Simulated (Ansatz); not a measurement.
# PNH2 (triplet): from Hartree-Fock to the top rungs, cc-pVDZ

One table from this session's results is given with a row withheld; the runs are named, their logs left out.

Method: cc-pVDZ, core rule «outside noble gas», up to 6 orbitals frozen; program: Ansatz 0.2.0, Gaussian basis.

The runs, in order: UHF; CCSD(T) on ROHF; CCSD(T) on UHF; BCCD(T) on ROHF; CISD; CCSDT(Q) on ROHF; CCSDT(Q) on UHF; CASSCF and MRCISD+Q, 12 electrons in 10 orbitals; CASSCF and NEVPT2, 12 electrons in 10 orbitals.

25 further runs of the same task are left out: 1 for a mislabelled method, 8 that didn't finish, 16 set aside as unsound or not needed.

### What is computed

The geometry is a PBE0/def2-TZVP stationary point (not a proven minimum).

4 atoms, charge 0, spin multiplicity 3.

Atoms are counted from 1 here; the program's logs count them from 0.

Bond lengths: N1–P2 1.682 Å, N1–H3 1.006 Å, N1–H4 1.006 Å. Angles: P2–N1–H3 122.7°, P2–N1–H4 122.7°, H3–N1–H4 114.7°.

The first run:

in.yaml reads:

```yaml
crystal:
  periodic: [false, false, false]
  atoms:
    - {symbol: N, position_ang: [0.000000, 0.000000, 1.085170]}
    - {symbol: P, position_ang: [0.000000, 0.000000, -0.596692]}
    - {symbol: H, position_ang: [0.000000, 0.847233, 1.628141]}
    - {symbol: H, position_ang: [0.000000, -0.847233, 1.628141]}
basis:
  gaussian: {orbitals: cc-pVDZ}
magnetization: {spin_polarized: true, initial_magnetization: 2}
hamiltonian: {xc: hf}
output: {orbitals: {seedname: orbitals}}
```

On the command line:

```sh
> ansatz run in.yaml --threads 1 --pin off --events-out ev --progress --plain --max-ram 2393MiB
```

Among the steps run: UHF; CCSD(T) on ROHF; CCSD(T) on UHF; BCCD(T) on ROHF; CISD; CCSDT(Q) on ROHF; CCSDT(Q) on UHF; CASSCF and MRCISD+Q, 12 electrons in 10 orbitals; CASSCF and NEVPT2, 12 electrons in 10 orbitals.

One table of the session follows, with a row left open; its other results are not shown here.

| method | from UCCSDT(Q) (kJ/mol) |
| --- | --- |
| ROHF | +766.2 |
| UHF | +749.3 |
| RMP2 | +88.6 |
| UMP2 | +92.2 |
| CISD | +78.3 |
| RCCSD | +22.0 |
| UCCSD | +21.7 |
| RCCSD(T) | +3.3 |
| UCCSD(T) | +3.3 |
| BCCD(T) | +3.2 |
| RCCSDT | +1.7 |
| UCCSDT | +1.6 |
| RCCSDT(Q) | +0.1 |
| UCCSDT(Q) | 0 |
| CASSCF valence | +565.3 |
| NEVPT2 valence | +116.1 |
| MRCISD valence | ? |
| MRCISD+Q valence | +2.3 |

**Question.** Estimate the row for MRCISD valence.

**Answer.** from UCCSDT(Q) (kJ/mol): +43.8. In the column «from UCCSDT(Q) (kJ/mol)» it lies between RCCSD (+22.0) and CISD (+78.3).

With the free atoms at the same levels and basis (separate runs), the atomisation energy is 9.338 eV at UCCSDT(Q), 9.320 eV at RCCSD(T), 9.317 eV at UCCSD(T), 6.102 eV at ROHF.

Caveats from the session: Restricted and unrestricted rows rest on different reference determinants; where their highest levels disagree by more than a few hundredths of an eV, they describe different states and don't form one ladder.
